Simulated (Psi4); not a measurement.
Process, species as SMILES: PP (P2H4) + [H][H] (H2) → 2 P (PH3)
B3LYP-D3(BJ)/def2-TZVP geometries, fixed; electronic energies without zero-point terms.

How fast the energy of full hydrogenation converges with the basis for several methods (Psi4): deviation from each method's own reference, in kcal/mol. References: B3LYP -6.64 kcal/mol, the value in def2-QZVPPD; HF -11.10 kcal/mol, the value in def2-QZVPPD; MP2 -3.01 kcal/mol, Hartree-Fock in cc-pV(Q+d)Z plus the correlation part extrapolated as X^-3 from cc-pV(T+d)Z and cc-pV(Q+d)Z; PBE -3.53 kcal/mol, the value in def2-QZVPPD. All functions are spherical. Density fitting with the program's default auxiliary sets. In correlated methods cores are frozen. Psi4's default fitting sets serve the pcseg sets less well. No added dispersion term, no relativity. 

```tsv
basis	functions	B3LYP	HF	MP2	PBE
3-21G	34	2.30	2.96	0.10	1.86
pcseg-0	34	0.64	3.19	-1.12	0.51
def2-SV(P)	44	-0.06	-0.55	-0.35	-0.12
6-311+G**	84	-1.66	-1.88	-5.90	-1.87
aug-pcseg-1	90	-0.86	-0.92	-2.92	-1.15
def2-TZVPD	122	0.12	0.05	-0.09	0.14
pcseg-2	124	-0.67	-0.55	-2.99	-0.74
jun-cc-pV(T+d)Z	152	-0.13	0.09	-0.92	-0.15
def2-TZVPPD	164	-0.01	0.01	-1.22	0.02
6-311++G(3df,3pd)	166	-0.49	-0.45	-2.07	-0.49
aug-pcseg-2	192	-0.16	0.01	-0.97	-0.17
def2-QZVPP	260	0.01	-0.01	-0.51	0.01
```

Mean absolute deviation over 6-311+G**, def2-TZVPD, pcseg-2, jun-cc-pV(T+d)Z, def2-TZVPPD, 6-311++G(3df,3pd), aug-pcseg-2: HF 0.43, B3LYP 0.46, PBE 0.51, MP2 2.02 kcal/mol.
